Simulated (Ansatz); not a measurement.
# CN (doublet): the correlation ladder at distance N1–C2 = 3.912 Å, 6-31G

How much of the correlation energy of CN (doublet) does each wave-function method recover here?

Program: Ansatz 0.2.0, Gaussian basis. Level of theory: 6-31G, core rule «outside noble gas», up to 2 orbitals frozen. These are calculated values, not measurements.

Plan: UHF; CCSD(T) on ROHF; CCSD(T) on UHF; BCCD(T) on ROHF; CISD; CCSDT(Q) on UHF; CISDTQ; CCSDTQ on UHF; CASSCF and MRCISD+Q, 3 electrons in 3 orbitals; CASSCF and NEVPT2, 3 electrons in 3 orbitals; CASSCF and MRCISD+Q, 9 electrons in 8 orbitals; CASSCF and NEVPT2, 9 electrons in 8 orbitals; Full CI; Full CI in the symmetry of the determinant.

27 further runs of the same task are left out: 7 for a known fault of the program, 17 that didn't finish, 3 set aside as unsound or not needed.

## 1. The geometry

The geometry derives from a PBE0/def2-TZVP stationary point (not a proven minimum). One bond is set to the value named and the two fragments are kept rigid.

2 atoms, charge 0, spin multiplicity 2.

Atoms are counted from 1 here; the program's logs count them from 0.

No contacts short enough for the rule that draws bonds.

## 2. UHF

in.yaml reads:

```yaml
crystal:
  periodic: [false, false, false]
  atoms:
    - {symbol: N, position_ang: [0.000000, 0.000000, 0.000000]}
    - {symbol: C, position_ang: [0.000000, 0.000000, 3.912000]}
basis:
  gaussian: {orbitals: 6-31G}
magnetization: {spin_polarized: true, initial_magnetization: 1}
hamiltonian: {xc: hf}
output: {orbitals: {seedname: orbitals}}
```

Launch:

```console
> ansatz run in.yaml --threads 1 --pin off --events-out ev --progress --plain --max-ram 2393MiB
```

Further steps of the session: CCSD(T) on ROHF; CCSD(T) on UHF; BCCD(T) on ROHF; CISD; CCSDT(Q) on UHF; CISDTQ; CCSDTQ on UHF; CASSCF and MRCISD+Q, 3 electrons in 3 orbitals; CASSCF and NEVPT2, 3 electrons in 3 orbitals; CASSCF and MRCISD+Q, 9 electrons in 8 orbitals; CASSCF and NEVPT2, 9 electrons in 8 orbitals; Full CI; Full CI in the symmetry of the determinant.

Q: Predict the results of all the runs planned. Wanted: FCI below the RHF energy; UMP2 from FCI; UCCSD(T) from FCI; UCCSDT(Q) from FCI; NEVPT2 valence from FCI; MRCISD+Q valence from FCI; T1 diagnostic; effectively unpaired electrons.

**Answer**, as computed:

| quantity | value |
| --- | --- |
| FCI below the RHF energy | -8.2360 eV |
| UMP2 from FCI | +13.43 kcal/mol |
| UCCSD(T) from FCI | +0.10 kcal/mol |
| UCCSDT(Q) from FCI | -0.03 kcal/mol |
| NEVPT2 valence from FCI | +12.42 kcal/mol |
| MRCISD+Q valence from FCI | -0.01 kcal/mol |
| levels within 1 kcal/mol (43 meV) | UCCSD, UCCSD(T), UCCSDT, UCCSDT(Q), UCCSDTQ, MRCISD valence, MRCISD+Q valence |
| T1 diagnostic | 0.475 |
| effectively unpaired electrons | 5.01 |

What this shows: UCCSD(T) misses by +0.10 kcal/mol, 0.1 % of the correlation energy. With 5.0 effectively unpaired electrons against 1 the state is strongly multireference. Coupled cluster on one determinant still stays close here. Of the multireference levels listed MRCISD+Q valence comes nearest in total energy (-0.01 kcal/mol), which doesn't show that its space is the better one. The lowest state has another symmetry than the determinant, whose own symmetry lies 0.00 eV higher, so single-reference misses include that gap. Coupled cluster took another determinant than the lowest Hartree-Fock one. These misses are within one basis, not against nature; the frozen cores of restricted and unrestricted runs differ, which can shift their rows.
